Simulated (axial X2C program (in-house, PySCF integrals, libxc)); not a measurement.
## Bond lengths and stretching modes, held linear, of PNC

Computed with an in-house all-electron X2C program for linear molecules (integrals from PySCF): two-component X2C with atomic mean-field Coulomb and Gaunt terms, Gaussian nuclei, basis P dyall-v3z, N dyall-av3z, C dyall-v3z with contracted cores. Spin-free rows use the one-electron spin-free X2C Hamiltonian.

Masses P 30.974, N 14.003, C 12.000 u. States: 2c Ω = 1 (beyond evenly filled blocks: ω = -1/2, ω = 3/2); spin-free M_S = 1, Λ = 0 (beyond evenly filled blocks: π+α, π-α).

PBE0, 2c: energies above the lowest point

| r(P–N) (Å) | r(N–C) (Å) | E (meV) |
| --- | --- | --- |
| 1.6175 | 1.1573 | 73.67 |
| 1.6175 | 1.1870 | 25.80 |
| 1.6175 | 1.2167 | 60.19 |
| 1.6590 | 1.1573 | 39.66 |
| 1.6590 | 1.1870 | 0.00 |
| 1.6590 | 1.2167 | 43.21 |
| 1.6590 | 1.2464 | 153.37 |
| 1.7005 | 1.1573 | 52.88 |
| 1.7005 | 1.1870 | 20.06 |
| 1.7005 | 1.2167 | 70.66 |
| 1.7420 | 1.1870 | 76.46 |
| 1.7420 | 1.2464 | 257.97 |

Task: Fit a quadratic surface with cubic terms in each bond: where is the minimum, and what are the two stretching wavenumbers?

Result: At PBE0, 2c: bonds 1.660 and 1.186 Å; harmonic stretches 704.9 and 1996.3 cm⁻¹; force constants 4.21, 15.1 and coupling 0.96 mdyn/Å.

The other levels and Hamiltonians give:

```
Hamiltonian      level  r(P–N) (Å)  r(N–C) (Å)  lower stretch (cm⁻¹)  upper stretch (cm⁻¹)
         2c         HF       1.675       1.161                 708.6                2150.5
         2c  BHandHLYP       1.661       1.171                 705.2                2080.2
         2c        MP2       1.701       1.183                 653.7                2184.9
  spin-free       PBE0       1.660       1.186                 705.0                1996.3
  spin-free         HF       1.675       1.161                 708.8                2150.5
  spin-free  BHandHLYP       1.661       1.171                 705.3                2080.3
  spin-free        MP2       1.701       1.183                 653.8                2185.1
```

Each state is one determinant, the lowest of a limited PBE0 search; the stretches come from a fit to these few points and carry an uncertainty of a few per cent. Other orders of the atoms were not compared. MP2 freezes inner shells (threshold -2 hartree). The molecule was held linear; bending was not examined, so a bent shape may lie lower. Open-shell Ω = 0 determinants with evenly filled partner blocks cannot be reached by this program, so the Ω shown need not be the lowest component. Note: several unpaired electrons, one determinant need not be a pure state.
